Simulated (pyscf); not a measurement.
## Hydrogen abstraction: H₃Si–Cl + SiH₃• → •H₂Si–Cl + SiH₄

Gas phase, doublet surface, charge 0. Bonds broken: Si1–H3. Bonds formed: Si2–H3. PySCF, gas phase, ωB97X-D3(BJ)/def2-SVP geometries. MP2 and CC: frozen core, UHF for open shells. ΔMP2 is the change of the MP2 total energy from the triple- to the quadruple-zeta basis.

Transition state (Å):

```xyz
9

Si     1.1281    -1.5510    -0.0874
Si    -0.3076     0.9030     1.8153
H      0.4224    -0.6146     1.1978
H      0.3439    -2.7442    -0.5175
H      2.5652    -1.9029     0.0982
H      0.7050     1.9752     1.5914
H     -0.6651     0.8155     3.2631
H     -1.5257     1.1500     0.9904
Cl     0.9869    -0.0973    -1.5621
```

One imaginary mode, 1425i cm⁻¹; descent along it reached the two sides named.

| bond | change | reactant side (Å) | saddle | product side |
|---|---|---|---|---|
| Si1–H3 | breaks | 1.485 | 1.740 | 3.2 |
| Si2–H3 | forms | 3.5 | 1.794 | 1.492 |

Electronic energies relative to the separated reactants (kcal/mol):

```csv
level,barrier,reaction energy,reverse barrier
ωB97X-D3(BJ)/def2-TZVP,7.3,-0.8,8.0
PBE/def2-TZVP,3.7,-1.2,4.9
r²SCAN/def2-TZVP,6.1,-0.4,6.6
B3LYP-D3(BJ)/def2-TZVP,5.8,-0.9,6.7
PBE0-D3(BJ)/def2-TZVP,5.1,-0.5,5.6
M06-2X/def2-TZVP,9.5,-0.2,9.7
ωB97M-D3(BJ)/def2-TZVP,8.9,-0.3,9.2
HF/def2-TZVP,23.6,+0.6,22.9
MP2/def2-QZVPP,12.3,+0.4,11.9
CCSD/def2-TZVPP,13.1,+0.4,12.7
CCSD(T)/def2-TZVPP,11.5,+0.3,11.2
CCSD(T)/def2-TZVPP + ΔMP2(QZVPP),10.9,+0.2,10.7
```

With CCSD(T)/def2-TZVPP + ΔMP2(QZVPP) energies and thermal terms (ideal gas, 1 atm, RRHO with modes under 100 cm⁻¹ raised to 100, one conformer, R ln 2 for chiral ones without a mode under 150 cm⁻¹), in kcal/mol:

```
T (K)   ΔH‡   ΔG‡    ΔH    ΔG
-----  ----  ----  ----  ----
298     9.1  17.1  +0.3  +0.4
600    10.1  24.8  +0.3  +0.5
900    11.0  32.0  +0.2  +0.6
1200   11.9  38.9  +0.2  +0.7
```

One saddle was located; it need not be the lowest between these sides. The angle at the transferred H is 151°. The CCSD(T) − MP2 part came from Ansatz, without density fitting, on the same reference.
